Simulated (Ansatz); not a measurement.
in.yaml

```yaml
crystal:
  periodic: [false, false, false]
  atoms:
    - {symbol: B, position_ang: [0.000000, 0.000000, 1.266000]}
    - {symbol: N, position_ang: [0.000000, 0.000000, -0.048200]}
    - {symbol: N, position_ang: [0.000000, 0.000000, -1.217800]}
basis:
  gaussian: {orbitals: cc-pVDZ, fitting: {mean_field: def2-universal-jkfit}}
total_charge: 1
magnetization: {spin_polarized: false, initial_magnetization: 2}
correlation: {active_space: {window: {electrons: 6, orbitals: 5}}}
accuracy: high
```

```sh
$ ansatz run in.yaml --threads 1 --pin off --events-out ev --progress --plain --max-ram 2393MiB
```

The program prints:

```
229 factors; integrals over basis functions are off by at most 3.8e-2 eV
mean field evaluation 1: about -3619.3027 eV, gradient 3.0e1 eV
mean field evaluation 2: about -3621.6547 eV, gradient 2.1e1 eV
mean field evaluation 4: about -3622.9640 eV, gradient 3.2e0 eV
mean field evaluation 8: about -3622.9921 eV, gradient 8.1e-9 eV
mean field evaluation 16: about -3622.9753 eV, gradient 8.3e-1 eV
mean field evaluation 32: about -3619.4547 eV, gradient 8.0e0 eV
mean field -3622.99205140 eV, -133.1425021366 hartree, gradient 8.1e-9 eV, S^2 2.000000; 8 other end points of the search recorded, 0 dependent functions left out
reference -3622.99205140 eV, -133.1425021366 hartree; 10, 8 occupied and 32, 34 virtual orbitals, 229 factors
state -3624.21381552 eV, -133.1874011399 hartree
Total energy: -3624.21381552 eV, -133.1874011399 hartree
```

Natural occupations: 1.9805 1.9245 1.0183 1.0000 0.0767.

Ran on 1 thread of AMD EPYC, shared host: 3.7 s wall, 0.17 GiB peak host memory.
